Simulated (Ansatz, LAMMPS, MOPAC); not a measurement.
**Ladder of methods for the elastic constant C44 of antifluorite Mg2Si**

Reference value: 46 GPa (measured, temperature not stated, not corrected to a static lattice; as tabulated in Råsander and Moram (2015), arXiv:1505.02379).

```tsv
level (code)	value (GPa)	cell (Å³/atom)
MEAM AlSiMgCuFe.meam (LAMMPS)	19.4	23.05
PM7 semi-empirical Hartree-Fock (MOPAC)	15.9	18.56
LDA (Ansatz)	49.1	20.44
PBE (Ansatz)	?	21.49
PBE0 (Ansatz)	49.4	21.17
```

Task: Fill in the missing entries.

Result: 
- PBE (Ansatz, a program for electronic structure), value (GPa): 44.9

Differences against the reference: MEAM AlSiMgCuFe.meam -58 %, PM7 semi-empirical Hartree-Fock (MOPAC) -65 %, LDA +6.7 %, PBE -2.4 %, PBE0 +7.4 %.

Leaving aside MEAM AlSiMgCuFe.meam (doubt noted below): The reference's temperature isn't stated, so close values are not ranked against it. Off by more than 25 %, or 35 % on the side where a correction would as a rule narrow the miss (bounds picked here): PM7 semi-empirical Hartree-Fock (MOPAC) (-65 %).

The measured value isn't corrected to a static lattice, so vibrations enter the comparison. A static lattice is as a rule stiffer than a warm one, by over a tenth in soft solids.  MEAM AlSiMgCuFe.meam: the potential file covers more elements than this solid holds. PM7 semi-empirical Hartree-Fock (MOPAC): the method was fitted mainly to molecules. PM7 semi-empirical Hartree-Fock (MOPAC): the run uses a supercell at the zone centre in place of a k mesh. Each level is taken at its own relaxed cell. K meshes differ between the levels. Ansatz's density-functional and Hartree–Fock values are scalar-relativistic unless marked +SOC, with PAW data made under PBE.

Empirical potentials (MEAM AlSiMgCuFe.meam) are fitted to chosen data: where that held the value shown, agreement is built in, and what lay outside the fit can be far off.

Differences are worked out from the printed values.
